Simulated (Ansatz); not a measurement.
bcc V, treated with r²SCAN50 in Ansatz (PAW).

Numerical settings: plane-wave cutoff 520 eV, 14×14×14 k mesh, Fermi–Dirac smearing 0.05 eV, no spin polarisation, scalar-relativistic PAW data made under PBE.

Energies at three volumes about the minimum:

| V (Å³/atom) | E − E_lowest (meV/atom) |
|---|---|
| 12.260 | 10.53 |
| 12.575 | 0.00 |
| 13.018 | 6.82 |

Task: Fit a parabola by hand: where is the minimum, what lattice constant follows, and what is the bulk modulus?

Result: Slopes: (0.00 − 10.53)/(12.575 − 12.260) = -33.429 and (6.82 − 0.00)/(13.018 − 12.575) = 15.395 meV/Å³. Curvature E″ = 2 × (15.395 − (-33.429))/(13.018 − 12.260) = 128.823 meV/Å⁶. From the middle of the first interval, the slope vanishes at V0 = 12.4175 − (-33.429)/128.823 = 12.677 Å³/atom. B = V0 E″ = 12.677 × 128.823 meV/Å³ × 0.1602 GPa per meV/Å³ = 262 GPa. With 2 atoms in the cube, a = (2 × 12.677)^(1/3) = 2.938 Å. The full Birch–Murnaghan fit to all volumes gives V0 = 12.668 Å³/atom and B0 = 256 GPa.

Measured, for comparison: bulk modulus 161 GPa (corrected for temperature and zero-point phonon effects, our sources range from 159 to 166; as tabulated in Levämäki et al. (2014), arXiv:1402.3671); lattice constant a 3.021 Å (static lattice: zero-point anharmonic expansion removed; as tabulated in Mejia-Rodriguez and Trickey (2018), arXiv:1807.09216). Computed (rounded) less measured: bulk modulus +59 % (+54 % to +61 % over the range).

Ansatz is a program for electronic structure.
